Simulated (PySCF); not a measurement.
Potential energy curve for SMILES C=C=O (C2H2O). The C1–C4 bond (C1 also carries H, H; C4 carries O) is pulled apart rigidly from the PBE0/def2-TZVP optimised geometry.

Levels of theory: UKS-B3LYP/6-311+G** = unrestricted B3LYP/6-311+G**, spherical d (PySCF 2.14.0); UKS-B3LYP/6-31G* = PySCF 2.14.0 with unrestricted B3LYP/6-31G*, spherical d; RKS-B3LYP/6-311+G** = restricted B3LYP/6-311+G**, spherical d in PySCF; UKS-PBE0 = unrestricted PBE0/def2-TZVP (PySCF).

Energies relative to the lowest point of each curve near equilibrium, in eV; the last columns give the difference from UKS-PBE0:

```tsv
R / Å	UKS-B3LYP/6-311+G**	UKS-B3LYP/6-31G*	RKS-B3LYP/6-311+G**	UKS-PBE0	UKS-B3LYP/6-311+G** − UKS-PBE0	UKS-B3LYP/6-31G* − UKS-PBE0	RKS-B3LYP/6-311+G** − UKS-PBE0
0.98	6.735	7.228	6.735	6.726	0.009	0.502	0.009
1.04	3.933	4.255	3.933	3.910	0.024	0.345	0.024
1.11	1.853	2.034	1.853	1.824	0.028	0.210	0.028
1.17	0.801	0.901	0.801	0.777	0.024	0.124	0.024
1.23	0.233	0.277	0.233	0.217	0.016	0.060	0.016
1.25	0.127	0.157	0.127	0.114	0.012	0.043	0.012
1.31	0.000	0.000	0.000	0.000	0.000	0.000	0.000
1.34	0.025	0.015	0.025	0.032	-0.007	-0.017	-0.007
1.39	0.164	0.143	0.164	0.184	-0.020	-0.041	-0.020
1.45	0.453	0.426	0.453	0.490	-0.037	-0.063	-0.037
1.50	0.763	0.737	0.763	0.816	-0.053	-0.079	-0.053
1.62	1.644	1.633	1.644	1.740	-0.095	-0.107	-0.095
1.78	2.884	2.910	2.884	3.044	-0.160	-0.133	-0.160
1.98	4.227	4.289	4.247	4.440	-0.213	-0.151	-0.194
2.16	4.656	4.685	5.188	4.844	-0.189	-0.159	0.343
2.34	4.613	4.636	5.858	4.808	-0.195	-0.172	1.050
2.61	—	—	6.471	—	—	—	—
2.91	—	—	6.813	—	—	—	—
3.22	—	—	6.979	—	—	—	—
3.53	—	—	7.055	—	—	—	—
3.91	—	—	7.095	—	—	—	—
```

UKS-B3LYP/6-311+G** is furthest from UKS-PBE0 at 1.98 (-0.213 eV, below); its mean absolute difference over the points is 0.068 eV.

UKS-B3LYP/6-31G* is furthest from UKS-PBE0 at 0.98 (0.502 eV, above); its mean absolute difference over the points is 0.138 eV.

RKS-B3LYP/6-311+G** is furthest from UKS-PBE0 at 2.34 (1.050 eV, above); its mean absolute difference over the points is 0.130 eV.

Dashes: no converged value, or the column stops at the first point that the program doubted or that broke a chosen test of continuity, which isn't proof of a fault.

The unrestricted determinant behind UKS-B3LYP/6-311+G**, UKS-B3LYP/6-31G*, UKS-PBE0 is spin-contaminated at 1.98 to 3.91 Å (<S²> up to 1.0, against 0.00 for a pure singlet). The unrestricted solution behind UKS-B3LYP/6-31G*, UKS-PBE0 changes between 1.98 and 2.16 Å, which can leave a kink. The restricted form behind RKS-B3LYP/6-311+G** keeps the bonding electrons paired and can't separate into open-shell fragments.
